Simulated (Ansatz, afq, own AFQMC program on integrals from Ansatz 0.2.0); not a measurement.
Atomization energy of N₂H, doublet, worked out

```xyz
3

N     0.0000   -0.1292    0.5306
N     0.0000    0.0784   -0.6154
H     0.0000    0.7060    1.1777
```

Connectivity, by distances: NH–N.

Basis cc-pVDZ. Only valence electrons are correlated. Ansatz 0.2.0 and our own AFQMC program on the same integrals; the CISD trial comes from CCSD amplitudes, and released means the phaseless constraint is let go. ± is one standard error of the sampling.

Total energies in eV. CBS is CCSD(T) at the limit of def2-TZVPP/QZVPP (extrapolated itself); the highest rung of each member is named.

Cautions: N₂H (doublet): unrestricted determinant slightly spin contaminated (⟨S²⟩ 0.84 against 0.75).

| member | count | CCSD(T)/cc-pVDZ | highest rung in cc-pVDZ | which | CCSD(T)/CBS |
| --- | --- | --- | --- | --- | --- |
| N (quartet) | +2 | -1482.4355 | -1482.4402 | FCI | -1483.8573 |
| H (doublet) | +1 | -13.5861 | -13.5861 | FCI | -13.6059 |
| N₂H, doublet | -1 | -2986.7599 | -2986.8148 | CCSDT(Q) | -2990.9844 |

Problem. Work out the best estimate of the atomization energy: the CCSD(T)/CBS difference plus the step from CCSD(T) to the highest rung.

Solution. Sums with the counts: CCSD(T)/CBS 9.6639 eV, highest rung 8.3483 eV, CCSD(T)/cc-pVDZ 8.3028 eV. The step is 8.3483 − 8.3028 = 0.0455 eV, so the best estimate is 9.6639 + (0.0455) = 9.7094 eV = 223.9 kcal/mol. The basis set is worth 1.361 eV of it. Zero-point, core-correlation and spin–orbit terms aren't in it.

Best estimates are given only where the step beyond CCSD(T) is under 0.3 eV and no member's determinant is very poor (T1 over 0.05, or 0.07 for open shells, ⟨S²⟩ too high by 0.3, two states mixed), so the hardest cases are missing from such tables.

CCSDT and higher add their correlation energy to the determinant of the CCSD(T) run, since their own runs factorise the integrals more tightly (a shift of under 2 meV). Each member of a difference takes its own highest rung, so a best estimate needn't equal the limit plus the step of one row.
